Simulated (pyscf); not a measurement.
Four-centre exchange: HO–Ti(OH)(OH)–O–SiH₃ (SMILES [OH][Ti]([OH])([OH])[O][SiH3]) + HCl (SMILES Cl) → HO–SiH₃ (SMILES O[SiH3]) + HO–Ti(OH)(OH)–Cl (SMILES [OH][Ti]([OH])([OH])[Cl])

Gas phase, singlet surface, charge 0. Bonds broken: O2–Ti3, Cl13–H14. Bonds formed: O2–H14, Ti3–Cl13. PySCF, gas phase, ωB97X-D3(BJ)/def2-SVP geometries.

Transition state (Å):

```xyz
14

Si     1.2400    -0.4496    -1.0575
O      0.6793     0.8249    -0.1150
Ti    -1.1393     1.3223     0.3549
O     -1.9189     0.1757    -0.7516
O     -1.6708     0.8230     1.9694
O     -1.7515     2.8982    -0.1775
H      0.7776    -1.7409    -0.4816
H      0.7284    -0.3010    -2.4471
H      2.7271    -0.3988    -1.0591
H     -2.3849     0.3428    -1.5788
H     -2.2420     0.0806     2.1968
H     -1.4858     3.7244     0.2470
Cl     0.8361     2.8768     1.5532
H      1.1206     1.7410     0.6249
```

One imaginary mode, 637i cm⁻¹; descent along it reached the two sides named, in the forms told below.

```
bond      change  reactant side (Å)  saddle  product side
--------  ------  -----------------  ------  ------------
O2–Ti3    breaks              1.831   1.943         2.187
Cl13–H14  breaks              1.309   1.494           2.6
O2–H14     forms              1.794   1.257         0.967
Ti3–Cl13   forms                3.9     2.8         2.290
```

Electronic energies relative to the separated reactants (eV):

| level | barrier | reaction energy | reverse barrier |
|---|---|---|---|
| ωB97X-D3(BJ)/def2-TZVP | 0.03 | -0.15 | 0.18 |
| PBE/def2-TZVP | 0.08 | -0.19 | 0.27 |
| r²SCAN/def2-TZVP | 0.01 | -0.17 | 0.18 |
| B3LYP-D3(BJ)/def2-TZVP | 0.09 | -0.11 | 0.20 |
| PBE0-D3(BJ)/def2-TZVP | 0.04 | -0.16 | 0.20 |
| M06-2X/def2-TZVP | 0.02 | -0.13 | 0.16 |
| ωB97M-D3(BJ)/def2-TZVP | 0.16 | -0.12 | 0.28 |
| HF/def2-TZVP | 0.78 | -0.08 | 0.85 |

With ωB97M-D3(BJ)/def2-TZVP energies and thermal terms (ideal gas, 1 atm, RRHO with modes under 100 cm⁻¹ raised to 100, one conformer, R ln 2 for rigid chiral ones), in eV:

| T (K) | ΔH‡ | ΔG‡ | ΔH | ΔG |
|---|---|---|---|---|
| 298 | 0.12 | 0.61 | -0.06 | -0.11 |
| 600 | 0.11 | 1.11 | -0.08 | -0.15 |
| 900 | 0.13 | 1.61 | -0.10 | -0.18 |
| 1200 | 0.15 | 2.10 | -0.12 | -0.20 |

On the reactant side the descent ends in a complex, 0.27 eV under the separated species and 0.30 eV under the saddle at ωB97X-D3(BJ)/def2-TZVP. On the product side the descent ends in an adduct with a O–Ti contact (not fully relaxed), 0.54 eV under the separated species and 0.72 eV under the saddle at ωB97X-D3(BJ)/def2-TZVP. What is counted as broken (O–Ti) persists as a longer contact in the product adduct; parting that adduct is a step of its own. One saddle was located; it need not be the lowest between these sides.
